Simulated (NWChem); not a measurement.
## Correlation energy of HS

```xyz
2

S      0.0000     0.0000     0.0796
H      0.0000     0.0000    -1.2741
```
Charge 0, spin multiplicity 2.

Everything below was run with NWChem. The geometry was optimised at UPBE0/def2-SVP, a minimum by its harmonic frequencies.

Basis set: cc-pVQZ. Each correlation energy counts from its own Hartree-Fock reference.

```tsv
method	correlation energy (mHa)
URI-MP2	-164.7
UMP2	-164.7
SCS-UMP2	-169.0
CCSD on ROHF	-193.3
CCSD[T] on ROHF	-201.2
CCSD(T) on ROHF	-201.2
```

The values span 36.5 mHa, from CCSD[T] on ROHF (lowest) to URI-MP2 (highest). 

The correlated methods keep 5 core orbitals frozen. The structure started from a generated list of species. The unpaired electrons of the parent sit in orbitals of symmetry b1 (C2v labels of the run); other states weren't searched. The stability of the SCF solutions was not checked. Open-shell Hartree-Fock references start from PBE0 orbitals. No row is a measurement; the coupled-cluster row has its own basis-set and correlation limits.
